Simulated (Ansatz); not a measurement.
Reaction (silylene formation by 1,1-elimination): `B[SiH2]Cl` → BH₃ + `[SiH]Cl`

Computed with Ansatz on PBE0-D4/def2-TZVP structures; ΔE is electronic, products minus reactants. CBS: MP2 limit from def2 TZ/QZ plus the TZ coupled-cluster correction, frozen cores. This one scheme is used for every species. Functionals use def2-TZVPP.

CCSD(T)/CBS gives +1.85 eV.

**Question.** Another level gave +2.07 eV. Which?
A. B97M-V/def2-TZVPP
B. r2SCAN0-D4/def2-TZVPP
C. ωB97X-V/def2-TZVPP
D. RPA@PBE/def2-TZVPP

**Answer.** B. r2SCAN0-D4 2.07, B97M-V 1.89, ωB97X-V 1.98, RPA@PBE/def2-TZVPP 1.61 eV.

Largest T1 diagnostic among the species: 0.013.

In def2-TZVPP, CCSD(T) changes the Hartree–Fock value by +0.10 eV (the triples alone add +0.02 eV) and MP2 by +0.21 eV. At CCSD(T), def2-SVP lies −0.13 eV from the extrapolated value and def2-TZVPP −0.05 eV.
